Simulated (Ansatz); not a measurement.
Process, species as SMILES: S (H2S) → [SH-] + H+
B3LYP-D3(BJ)/def2-TZVP geometries, fixed; electronic energies without zero-point terms.
Largest species:
```xyz
3

S      0.0018     0.0003     0.1031
H     -0.0075     0.9678    -0.8277
H     -0.0219    -0.9726    -0.8218
```
Charge 0, spin multiplicity 1.

Basis-set convergence of the deprotonation energy at HF with Ansatz (an electronic-structure program). Cartesian d functions, on some or all atoms, in 6-31G*, 6-31+G*, 6-311G**, 6-311+G**; all else is spherical. No added dispersion term, no relativity. Functions are those of the species that has most. Reference: the value in aug-pcseg-3, 357.83 kcal/mol, itself unsure by roughly 0.08 kcal/mol (its mean distance from aug-cc-pV(Q+d)Z, def2-QZVPPD). Deviations are taken from unrounded values.

```csv
basis,functions,deprotonation energy (kcal/mol)
6-31G*,23,360.03
6-31+G*,27,351.96
def2-SVP,28,375.44
def2-SVPD,43,354.58
pcseg-1,28,357.61
aug-pcseg-1,45,354.39
cc-pV(D+d)Z,33,369.76
aug-cc-pV(D+d)Z,50,355.57
6-311G**,39,355.62
6-311+G**,43,355.44
def2-TZVP,49,363.17
def2-TZVPD,64,357.17
pcseg-2,62,361.22
aug-pcseg-2,96,357.30
cc-pV(T+d)Z,67,363.69
aug-cc-pV(T+d)Z,101,357.46
def2-TZVPP,70,363.48
def2-TZVPPD,85,357.48
cc-pV(Q+d)Z,124,360.68
aug-cc-pV(Q+d)Z,181,357.74
def2-QZVPP,130,359.66
def2-QZVPPD,145,357.77
pcseg-3,130,358.54
aug-pcseg-3,187,357.83
```

What the diffuse functions change, pair by pair:
- 6-31G* to 6-31+G*: 4 more functions, deviation 2.20 to -5.87 kcal/mol
- def2-SVP to def2-SVPD: 15 more functions, deviation 17.61 to -3.26 kcal/mol
- pcseg-1 to aug-pcseg-1: 17 more functions, deviation -0.23 to -3.44 kcal/mol
- cc-pV(D+d)Z to aug-cc-pV(D+d)Z: 17 more functions, deviation 11.92 to -2.26 kcal/mol
- 6-311G** to 6-311+G**: 4 more functions, deviation -2.21 to -2.39 kcal/mol
- def2-TZVP to def2-TZVPD: 15 more functions, deviation 5.34 to -0.66 kcal/mol
- pcseg-2 to aug-pcseg-2: 34 more functions, deviation 3.39 to -0.54 kcal/mol
- cc-pV(T+d)Z to aug-cc-pV(T+d)Z: 34 more functions, deviation 5.86 to -0.37 kcal/mol
- def2-TZVPP to def2-TZVPPD: 15 more functions, deviation 5.65 to -0.36 kcal/mol
- cc-pV(Q+d)Z to aug-cc-pV(Q+d)Z: 57 more functions, deviation 2.84 to -0.09 kcal/mol
- def2-QZVPP to def2-QZVPPD: 15 more functions, deviation 1.82 to -0.06 kcal/mol
- pcseg-3 to aug-pcseg-3: 57 more functions, deviation 0.71 to 0.00 kcal/mol

Leaving out the reference's own pair, they bring the value nearer the reference by more than 0.08 kcal/mol in 8 of 11 pairs.
